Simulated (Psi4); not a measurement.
Psi4 input (wB97X-D/6-31G*):

```
memory 1500 MB

molecule {
1 1
C    -0.90662125    0.03356361    0.01032845
O    -0.65976389   -1.22345915    0.01905495
O     0.01796517    0.87372362   -0.00828984
H    -1.92429970    0.42273406    0.01867193
C     1.44997031    0.46407951   -0.02130595
H     1.98517887    1.40495353   -0.03628633
H     1.64490934   -0.10607014    0.88265114
H     1.62376902   -0.12272839   -0.91889202
H    -1.45526222   -1.78686349    0.03359938
symmetry c1
no_reorient
no_com
}

set {
  basis 6-31G*
  reference rks
  scf_type pk
  dft_radial_points 99
  dft_spherical_points 590
  e_convergence 1e-8
  d_convergence 1e-7
  maxiter 150
}

e = energy('wb97x-d')
print_out(f'\nFINAL {e:.10f} DIPOLE {variable("CURRENT DIPOLE")[0]:.6f} {variable("CURRENT DIPOLE")[1]:.6f} {variable("CURRENT DIPOLE")[2]:.6f}\n')
```

From the last part of the output:

```
      47A      1.264291    48A      1.382775    49A      1.458144
      50A      1.523392    51A      1.573725    52A      1.644124
      53A      1.722137    54A      1.791321    55A      1.964102
      56A      1.967783    57A      2.087280    58A      2.112881
      59A      2.200604    60A      2.220896    61A      2.268294
      62A      2.457147    63A      2.507717    64A      2.621541
      65A      2.743309    66A      2.899198    67A      3.599607
      68A      3.824296    69A      3.988492    70A      4.169798

    Final Occupation by Irrep:
              A
    DOCC [    16 ]
    NA   [    16 ]
    NB   [    16 ]

  @RKS Final Energy:  -229.30110846952138

   => Energetics <=

    Nuclear Repulsion Energy =            130.6529090298648725
    One-Electron Energy =                -562.5242020966048813
    Two-Electron Energy =                 223.0717323518064745
    DFT Exchange-Correlation Energy =     -20.4994339902737330
    Empirical Dispersion Energy =          -0.0021137643141090
    VV10 Nonlocal Energy =                  0.0000000000000000
    Total Energy =                       -229.3011084695213810

Computation Completed

Properties will be evaluated at   0.000000,   0.000000,   0.000000 [a0]

Properties computed using the SCF density matrix

 Multipole Moments:

 ------------------------------------------------------------------------------------
     Multipole            Electronic (a.u.)      Nuclear  (a.u.)        Total (a.u.)
 ------------------------------------------------------------------------------------

 L = 1.  Multiply by 2.5417464519 to convert [e a0] to [Debye]
 Dipole X            :         -0.9067212           -0.0000002           -0.9067214
 Dipole Y            :         -0.5598873            0.0000001           -0.5598872
 Dipole Z            :          0.0158171           -0.0000000            0.0158171
 Magnitude           :                                                    1.0657709

 ------------------------------------------------------------------------------------

FINAL -229.3011084695 DIPOLE -0.906721 -0.559887 0.015817

*** Psi4 exiting successfully. Buy a developer a beer!
```

The dipole moment of an ion depends on the origin.
